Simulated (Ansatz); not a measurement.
Ansatz (an electronic-structure program) input (HF/STO-3G):

Ansatz 0.2 input:
```yaml
crystal:
  periodic: [false, false, false]
  atoms:
    - {symbol: O, position_ang: [1.13995611, -0.25449883, 0.02054648]}
    - {symbol: O, position_ang: [0.00546174, 0.47936869, 0.02574851]}
    - {symbol: O, position_ang: [-1.14541786, -0.22486987, -0.04629499]}
basis:
  gaussian:
    orbitals: STO-3G
hamiltonian:
  xc: {name: HF}
total_charge: -1
magnetization: {spin_polarized: true, initial_magnetization: 1}
relax: {f_tol: 0.003, max_steps: 120}
```

Output:

```
WARN ansatz: RAYON_NUM_THREADS=1 ignored (pool sized by the plan → 1); use --threads N
Functional definition: HF
integrals: 0.00 GiB planned
223 factors; integrals over basis functions are off by at most 2.6e-6 eV
mean field: 0.04 GiB planned
mean field evaluation 1: about -6014.0332 eV, gradient 2.9e1 eV
mean field evaluation 2: about -6014.1878 eV, gradient 2.9e1 eV
mean field evaluation 4: about -6019.2778 eV, gradient 1.1e0 eV
mean field evaluation 8: about -6019.3148 eV, gradient 1.7e-3 eV
mean field evaluation 16: about -6019.3117 eV, gradient 3.0e-1 eV
mean field evaluation 32: about -6019.3074 eV, gradient 6.0e-4 eV
mean field evaluation 64: about -6018.8927 eV, gradient 1.3e-2 eV
mean field evaluation 96: about -6019.3074 eV, gradient 1.0e-3 eV
mean field -6019.49304007 eV, -221.2122890637 hartree, gradient 2.2e-5 eV, S^2 0.756569; 5 other end points of the search recorded, 0 dependent functions left out
the calculation of the forces begins
reference -6019.49304007 eV, -221.2122890637 hartree; 13, 12 occupied and 2, 3 virtual orbitals, 223 factors
WARN: the results are in doubt because the forces break the atoms' symmetry
relax step   1: F+E_penalty+E_count = -6019.49304007 eV  Δ(F+E_penalty+E_count) = +0.000e0 eV  max|allowed force component| = 3.780e0 eV/Å  Δτ_max = 0.0000 Å  (235 SCF iters, accepted)
these checks for a lower state are left out or cut short: starts, cluster_reference, orbital_swaps, neighbouring_geometries, increment
integrals: 0.00 GiB planned
223 factors; integrals over basis functions are off by at most 2.6e-6 eV
mean field: 0.04 GiB planned
mean field -6019.68617815 eV, -221.2193867572 hartree, gradient 1.1e-5 eV, S^2 0.756325; 0 other end points of the search recorded, 0 dependent functions left out
the calculation of the forces begins
reference -6019.68617815 eV, -221.2193867572 hartree; 13, 12 occupied and 2, 3 virtual orbitals, 223 factors
relax step   2: F+E_penalty+E_count = -6019.68617815 eV  Δ(F+E_penalty+E_count) = -1.931e-1 eV  max|allowed force component| = 1.143e0 eV/Å  Δτ_max = 0.0413 Å  (47 SCF iters, accepted)
these checks for a lower state are left out or cut short: starts, cluster_reference, orbital_swaps, neighbouring_geometries, increment
integrals: 0.00 GiB planned
223 factors; integrals over basis functions are off by at most 2.6e-6 eV
mean field: 0.04 GiB planned
mean field -6019.70608468 eV, -221.2201183085 hartree, gradient 9.3e-6 eV, S^2 0.755947; 0 other end points of the search recorded, 0 dependent functions left out
the calculation of the forces begins
reference -6019.70608468 eV, -221.2201183085 hartree; 13, 12 occupied and 2, 3 virtual orbitals, 223 factors
relax step   3: F+E_penalty+E_count = -6019.70608468 eV  Δ(F+E_penalty+E_count) = -1.991e-2 eV  max|allowed force component| = 1.615e-1 eV/Å  Δτ_max = 0.0177 Å  (38 SCF iters, accepted)
these checks for a lower state are left out or cut short: starts, cluster_reference, orbital_swaps, neighbouring_geometries, increment
integrals: 0.00 GiB planned
223 factors; integrals over basis functions are off by at most 2.6e-6 eV
mean field: 0.04 GiB planned
mean field -6019.70645241 eV, -221.2201318224 hartree, gradient 8.0e-6 eV, S^2 0.755868; 0 other end points of the search recorded, 0 dependent functions left out
the calculation of the forces begins
reference -6019.70645241 eV, -221.2201318224 hartree; 13, 12 occupied and 2, 3 virtual orbitals, 223 factors
relax step   4: F+E_penalty+E_count = -6019.70645241 eV  Δ(F+E_penalty+E_count) = -3.677e-4 eV  max|allowed force component| = 1.347e-2 eV/Å  Δτ_max = 0.0031 Å  (43 SCF iters, accepted)
these checks for a lower state are left out or cut short: starts, cluster_reference, orbital_swaps, neighbouring_geometries, increment
integrals: 0.00 GiB planned
223 factors; integrals over basis functions are off by at most 2.6e-6 eV
mean field: 0.04 GiB planned
mean field evaluation 128: about -6019.5152 eV, gradient 7.0e-4 eV
mean field -6019.70645505 eV, -221.2201319196 hartree, gradient 7.9e-6 eV, S^2 0.755843; 0 other end points of the search recorded, 0 dependent functions left out
the calculation of the forces begins
reference -6019.70645505 eV, -221.2201319196 hartree; 13, 12 occupied and 2, 3 virtual orbitals, 223 factors
relax step   5: F+E_penalty+E_count = -6019.70645505 eV  Δ(F+E_penalty+E_count) = -2.643e-6 eV  max|allowed force component| = 1.137e-3 eV/Å  Δτ_max = 0.0003 Å  (44 SCF iters, accepted)
integrals: 0.00 GiB planned
223 factors; integrals over basis functions are off by at most 2.6e-6 eV
mean field: 0.04 GiB planned
mean field evaluation 160: about -6019.1576 eV, gradient 8.9e-1 eV
mean field evaluation 192: about -6019.1970 eV, gradient 5.7e-1 eV
mean field evaluation 224: about -6019.1241 eV, gradient 2.3e0 eV
mean field -6019.70645505 eV, -221.2201319196 hartree, gradient 7.9e-6 eV, S^2 0.755843; 6 other end points of the search recorded, 0 dependent functions left out
the calculation of the forces begins
reference -6019.70645505 eV, -221.2201319196 hartree; 13, 12 occupied and 2, 3 virtual orbitals, 223 factors
Total energy: -6019.70645505 eV, -221.2201319196 hartree
Atom 0 at     1.159244    -0.290238     0.019216 Å, force    -0.000116     0.000654     0.000031 eV/Å
Atom 1 at    -0.028408     0.528625     0.027363 Å, force     0.000314    -0.001137    -0.000051 eV/Å
Atom 2 at    -1.130836    -0.238387    -0.046580 Å, force    -0.000197     0.000482     0.000020 eV/Å
Dipole moment:    -0.408925     0.081456    -0.007895 e Å
```

The dipole moment of an ion depends on the origin.
